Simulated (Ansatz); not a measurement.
Z-matrix (Å, degrees):
```
C
C 1 1.507
H 1 1.090 2 109.7
H 1 1.091 2 110.1 3 120.1
H 1 1.092 2 110.3 3 -120.1
O 2 1.401 1 108.0 3 -177.8
O 2 1.415 1 112.1 3 59.0
H 2 1.102 1 111.0 3 -57.5
C 6 1.415 2 111.0 1 -164.6
C 7 1.414 2 112.4 1 94.5
C 9 1.529 6 109.4 2 69.5
H 9 1.090 6 106.6 2 -168.8
H 9 1.098 6 109.6 2 -52.0
H 10 1.090 7 106.3 2 -172.2
H 10 1.097 7 110.7 2 -55.4
H 11 1.093 9 110.0 6 -148.0
H 11 1.093 9 111.3 6 92.8
```

The species carries charge 0 and has multiplicity 1.

List the r2SCAN/def2-TZVPP orbital energies in eV (Ansatz). (Estimate.)

The calculation gave: Occupied: -515.95, -515.77, -275.60, -274.33, -274.28, -273.00, -272.68, -28.43, -26.39, -20.84, -18.94, -17.71, -16.35, -14.04, -13.40, -12.94, -12.53, -11.28, -10.60, -10.11, -9.70, -9.54, -9.36, -9.03, -8.95, -7.23, -6.76, -5.89. Lowest empty: 1.28, 1.78, 2.03, 2.16, 2.57, 2.83, 3.04, 3.31.
